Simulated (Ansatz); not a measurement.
**CH4FSi radical: small, medium and large basis sets**

How large a basis does CH4FSi radical need? Two functionals are run in growing sets.

Method: one geometry, several basis sets; program: Ansatz 0.2.0, Gaussian basis.

Plan: PBE0-D4/def2-SVP; ωB97M-V/def2-SVP; PBE0-D4/def2-QZVPP; ωB97M-V/def2-QZVPP; the functionals' def2-TZVPP values are taken from earlier runs.

### 1 The relaxed structure

An earlier PBE0-D4 in a triple-zeta def2 set relaxation fixed the geometry.

7 atoms, charge 0, spin multiplicity 2.

Atoms are counted from 1 here; the program's logs count them from 0.

Bond lengths: C1–Si2 1.864 Å, C1–H4 1.091 Å, C1–H5 1.093 Å, C1–H6 1.094 Å, Si2–F3 1.609 Å, Si2–H7 1.494 Å. Angles: Si2–C1–H4 111.5°, Si2–C1–H5 109.9°, Si2–C1–H6 110.0°, H4–C1–H5 108.4°, H4–C1–H6 108.5°, H5–C1–H6 108.5°, C1–Si2–F3 108.7°, C1–Si2–H7 111.7°, F3–Si2–H7 106.7°.

### 2 PBE0-D4 in def2-SVP

in.yaml reads:

```yaml
crystal:
  periodic: [false, false, false]
  atoms:
    - {symbol: C, position_ang: [-0.653525, 0.389549, -0.297968]}
    - {symbol: Si, position_ang: [0.917395, -0.594102, -0.104133]}
    - {symbol: F, position_ang: [0.640701, -1.812822, 0.909551]}
    - {symbol: H, position_ang: [-1.444934, -0.207827, -0.754136]}
    - {symbol: H, position_ang: [-0.470247, 1.260889, -0.931667]}
    - {symbol: H, position_ang: [-1.000711, 0.738338, 0.679649]}
    - {symbol: H, position_ang: [2.011322, 0.225985, 0.498703]}
basis:
  gaussian: {orbitals: def2-SVP}
magnetization: {spin_polarized: true, initial_magnetization: 1}
hamiltonian: {xc: pbe0, dispersion: d4}
output: {orbitals: {seedname: orbitals}}
```

After this run come: ωB97M-V in def2-SVP; PBE0-D4 in def2-QZVPP; ωB97M-V in def2-QZVPP.

Before running them: what should the planned runs give, taken together? Wanted: PBE0-D4: double and triple zeta above quadruple; ωB97M-V: double and triple zeta above quadruple.

As calculated:

| quantity | value |
| --- | --- |
| PBE0-D4: double and triple zeta above quadruple | 8.12, 0.50 eV |
| ωB97M-V: double and triple zeta above quadruple | 8.25, 0.48 eV |

In words: PBE0-D4 gains 7.62 eV from double to triple zeta, then 0.50 eV more. These are total energies; as a rule much of such shifts cancels in differences, which this series doesn't test.
